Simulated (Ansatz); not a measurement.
Ideal-gas functions of H₆NSi₂, SMILES `[SiH3][N][SiH3]` radical at 298.15 K and 1 bar, from an Ansatz frequency run at PBE0-D4/def2-TZVP.

Molar mass 76.23 g/mol, point group Cs (symmetry number 1), electronic degeneracy 2, moments of inertia 16.086, 177.53, 181.733 u Å². Harmonic wavenumbers (cm⁻¹, unscaled): 29, 39, 110, 541, 576, 662, 697, 704, 894, 901, 926, 942, 958, 981, 1052, 2196, 2200, 2202, 2205, 2221, 2223.

Use S(trans) = R[1.5 ln M + 2.5 ln T − 1.1517]; rotational temperatures θ = 24.2544 K / I; S(rot) = R[ln(√π/σ · √(T³/θAθBθC)) + 1.5]; for each mode x = 1.438777 ν̃/T, S = R[x/(eˣ − 1) − ln(1 − e⁻ˣ)] and H = RT x/(eˣ − 1); 1 cm⁻¹ = 0.0119627 kJ/mol; R = 8.31446 J/(mol·K).

Q: By hand: the entropy, in J/(mol·K).

A: Translation 162.9. Rotation: θ = 1.5078, 0.1366, 0.1335 K, giving 103.2. Vibration, mode by mode: 24.67, 22.21, 13.68, 2.36, 2.06, 1.48, 1.30, 1.26, 0.60, 0.58, 0.53, 0.49, 0.46, 0.42, 0.32, 0.00, 0.00, 0.00, 0.00, 0.00, 0.00, in all 72.4. Electronic 5.8. Sum 344.3 J/(mol·K).

Q: By hand: H − E and G − E in kJ/mol, counted from the electronic energy.

A: Zero-point energy ½ × 23259 × 0.0119627 = 139.1; thermal vibration 9.2; translation, rotation and pV give 4 RT = 9.9. H − E = 158.2 kJ/mol, and G − E = 158.2 − 298.15 × 344.3/1000 = 55.5 kJ/mol.

Vibration gives 21 % of the entropy, 60.6 J/(mol·K) of it from the modes under 150 cm⁻¹: soft modes count most, and the harmonic formula is weakest for them.
